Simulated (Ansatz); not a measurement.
# SiNH₂ (doublet): the correlation ladder at distance Si1–N2 = 1.507 Å, cc-pVTZ

An exercise on one series of results from a longer session: the logs are not shown, and one member is left open.

The runs use Ansatz 0.2.0, Gaussian basis; cc-pVTZ, core rule «outside noble gas», up to 6 orbitals frozen.

Plan: UHF; CCSD(T) on ROHF; CCSD(T) on UHF; BCCD(T) on ROHF; CCSDT(Q) on ROHF; CCSDT(Q) on UHF; CASSCF and NEVPT2, 3 electrons in 3 orbitals; CASSCF and NEVPT2, 11 electrons in 10 orbitals.

2 further runs of the same task are left out: 2 for a known fault of the program. Runs told in other sessions of the task aren't counted.

### The geometry

The geometry derives from a PBE0/def2-TZVP stationary point (not a proven minimum). One bond is set to the value named and the two fragments are kept rigid.

4 atoms, charge 0, spin multiplicity 2.

Atoms are counted from 1 here; the program's logs count them from 0.

Bond lengths: Si1–N2 1.507 Å, N2–H3 1.010 Å, N2–H4 1.010 Å. Angles: Si1–N2–H3 124.3°, Si1–N2–H4 124.3°, H3–N2–H4 111.4°.

Set-up of the first run:

Input file in.yaml:

```yaml
crystal:
  periodic: [false, false, false]
  atoms:
    - {symbol: Si, position_ang: [0.000000, 0.000000, 0.573437]}
    - {symbol: N, position_ang: [0.000000, 0.000000, -0.933563]}
    - {symbol: H, position_ang: [0.000000, 0.834992, -1.502626]}
    - {symbol: H, position_ang: [0.000000, -0.834993, -1.502626]}
basis:
  gaussian: {orbitals: cc-pVTZ}
magnetization: {spin_polarized: true, initial_magnetization: 1}
hamiltonian: {xc: hf}
output: {orbitals: {seedname: orbitals}}
```

On the command line:

```sh
> ansatz run in.yaml --threads 1 --pin off --events-out ev --progress --plain --max-ram 2816MiB --backend cpu
```

Steps of the session up to this table: UHF; CCSD(T) on ROHF; CCSD(T) on UHF; BCCD(T) on ROHF; CCSDT(Q) on ROHF; CCSDT(Q) on UHF; CASSCF and NEVPT2, 3 electrons in 3 orbitals; CASSCF and NEVPT2, 11 electrons in 10 orbitals.

One of the session's tables, all rows but one given; the rest of the session is left out.

```
        method  from UCCSDT(Q) (meV)
          ROHF               +9113.3
           UHF               +8964.2
          RMP2                +967.6
          UMP2                     ?
         RCCSD                +375.4
         UCCSD                +369.5
      RCCSD(T)                 +35.4
      UCCSD(T)                 +35.5
       BCCD(T)                 +34.3
        RCCSDT                 +18.0
        UCCSDT                 +17.1
     RCCSDT(Q)                  +1.4
     UCCSDT(Q)                     0
   CASSCF pair               +8640.1
   NEVPT2 pair               +1038.8
CASSCF valence               +6160.4
NEVPT2 valence               +1594.2
```

**Question.** Estimate the row for UMP2.

The run gave: from UCCSDT(Q) (meV): +998.0. In the column «from UCCSDT(Q) (meV)» it lies between RMP2 (+967.6) and NEVPT2 pair (+1038.8).

To keep in mind: Restricted and unrestricted rows rest on different reference determinants; a gap between their highest levels can come from leftover correlation error, from unlike frozen cores or from another state.
